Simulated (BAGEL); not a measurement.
# O3 (ozone) at HF/x2c-SVPall (density fitting with svp-jkfit, max step 0.2)

Aim: a geometry optimisation of O3 (ozone). 

Program for the calculation: BAGEL 1.2.2.

2 further runs of the same task are left out: 2 set aside as unsound or not needed.

### Step 1. The structure to begin with

O3: 3 atoms, total charge 0, spin state singlet. As SMILES, `O=[O+][O-]`. All atoms were displaced at random from a relaxed shape. The run starts from this shape.

Bond lengths: O1–O2 1.131 Å, O2–O3 1.271 Å. Angles: O1–O2–O3 125.3°.

### Step 2. A structure relaxation at HF/x2c-SVPall (density fitting with svp-jkfit, max step 0.2)

The input, input.json:

```json
{ "bagel": [

{
  "title": "molecule",
  "basis": "x2c-svpall.json",
  "df_basis": "svp-jkfit",
  "geometry": [
    { "atom": "O", "xyz": [     1.55860453,    -0.96587304,     0.71114174 ] },
    { "atom": "O", "xyz": [    -0.18128143,    -0.51836132,    -0.44659898 ] },
    { "atom": "O", "xyz": [    -1.16564166,     1.65848412,    -0.68756740 ] }
  ]
},

{
  "title": "optimize",
  "redundant": "true",
  "maxstep": 0.2,
  "maxiter": 40,
  "maxgrad": 1.0e-4,
  "method": [
    {
      "title": "hf"
    }
  ]
}

]}
```

The basis set x2c-SVPall is read from a file made from the Basis Set Exchange's data (not shown).

Run with:

```
$ BAGEL_NUM_THREADS=1 BAGEL input.json > input.out
```

Output:

```text
* using 1 threads per process

  ===============================================================
  ===============================================================

  *** Geometry ***

  { "atom" : "O", "xyz" : [      1.558605,     -0.965873,      0.711142 ] },
  { "atom" : "O", "xyz" : [     -0.181281,     -0.518361,     -0.446599 ] },
  { "atom" : "O", "xyz" : [     -1.165642,      1.658484,     -0.687567 ] },

  Number of auxiliary basis functions:      231

  Since a DF basis is specified, we compute 2- and 3-index integrals:
    o Being stored without compression. Storage requirement is 0.003 GB

  Number of basis functions:       42
  Number of electrons      :       24

    * METHOD: MOLECULE                             0.04

    o Connectivitiy analysis
       bond:       0     1     bond length    2.1372 bohr
       bond:       1     2     bond length    2.4012 bohr
      Redundant internal coordinate generated (dim = 3)
    * Use approximate Hessian for optimization
    o Connectivitiy analysis
       bond:       0     1     bond length    2.1372 bohr
       bond:       1     2     bond length    2.4012 bohr
      Redundant internal coordinate generated (dim = 3)

  *** RHF ***

  === Nuclear Repulsion ===
    72.4675963509

      * DIIS with orbital gradients will be used.

  === RHF iteration (x2c-svpall.json) ===
      0       -223.92369562          0.03524080           0.01
      1       -223.95455003          0.02980621           0.01
      2       -224.05202792          0.00467204           0.01
      3       -224.05524458          0.00239531           0.01
      4       -224.05656255          0.00091380           0.01
      5       -224.05695739          0.00048501           0.01
      6       -224.05712661          0.00022616           0.01
      7       -224.05715444          0.00007504           0.01
      8       -224.05715650          0.00004307           0.01
      9       -224.05715711          0.00001774           0.01
     10       -224.05715716          0.00000975           0.01
     11       -224.05715720          0.00000345           0.01
     12       -224.05715720          0.00000139           0.01
     13       -224.05715720          0.00000036           0.01
     14       -224.05715720          0.00000020           0.01
     15       -224.05715720          0.00000009           0.01
     16       -224.05715720          0.00000006           0.01
     17       -224.05715720          0.00000003           0.01
     18       -224.05715720          0.00000001           0.01
     19       -224.05715720          0.00000000           0.02
    * SCF iteration converged.

    * Permanent dipole moment:
           (   -0.157254,     0.474022,    -0.011318) a.u.

  * Nuclear energy gradient

    o Atom   0
        x         -0.0623199555
        y         -0.0097482825
        z         -0.0470166099
    o Atom   1
        x          0.1029371697
        y         -0.0345115786
        z          0.0667661302
    o Atom   2
        x         -0.0406172141
        y          0.0442598611
        z         -0.0197495203
  * Gradient computed with                              0.21

  === Convergence status ===

                         Maximum     Tolerance   Converged?
  * Gradient            0.102937      0.000100           No
  * Displacement        0.048425      0.000040           No
  * Energy change    -224.057157      0.000001           No

  *** Geometry optimization started ***
     iter         energy               grad rms       time

      1       -224.05715720          0.05419402        0.40
      2       -224.06559898          0.02544432        0.27
      3       -224.06648692          0.02526547        0.33
      4       -224.06902676          0.00665979        0.31
      5       -224.06916783          0.00199545        0.31
      6       -224.06918137          0.00020836        0.36
      7       -224.06918061          0.00035753        0.28
      8       -224.06918177          0.00000544        0.29

  *** Geometry ***

  { "atom" : "O", "xyz" : [      1.544677,     -0.956289,      0.703166 ] },
  { "atom" : "O", "xyz" : [     -0.285826,     -0.491270,     -0.516121 ] },
  { "atom" : "O", "xyz" : [     -1.047170,      1.621809,     -0.610070 ] },

    * METHOD: OPTIMIZE                             2.56

  ===============================================================
```

Run time: 2.9 s. Hardware: 1 thread of Intel Xeon Platinum 8488C (Sapphire Rapids), shared host; peak memory 0.08 GiB.

Step by step:

```csv
step,energy from the first frame kept (eV),largest force (eV/Å)
0,0.0000,6.5540
1,-0.2297,2.7427
2,-0.2539,3.1538
3,-0.3230,0.7309
4,-0.3268,0.2386
5,-0.3272,0.0192
6,-0.3272,0.0390
7,-0.3272,0.0006
```

After the run. Bond lengths: O1–O2 1.190 Å, O2–O3 1.190 Å. Angles: O1–O2–O3 119.5°.

### Step 3. Results

At HF/x2c-SVPall (density fitting with svp-jkfit, max step 0.2):

| quantity | value |
| --- | --- |
| total energy at the end | -224.06918 Eh |

What this shows: At the final geometry: Bond lengths: O1–O2 1.190 Å, O2–O3 1.190 Å. Angles: O1–O2–O3 119.5°. The optimisation took 8 steps and changed the energy by -0.327 eV. The basis was made for a relativistic Hamiltonian, but the run is non-relativistic.
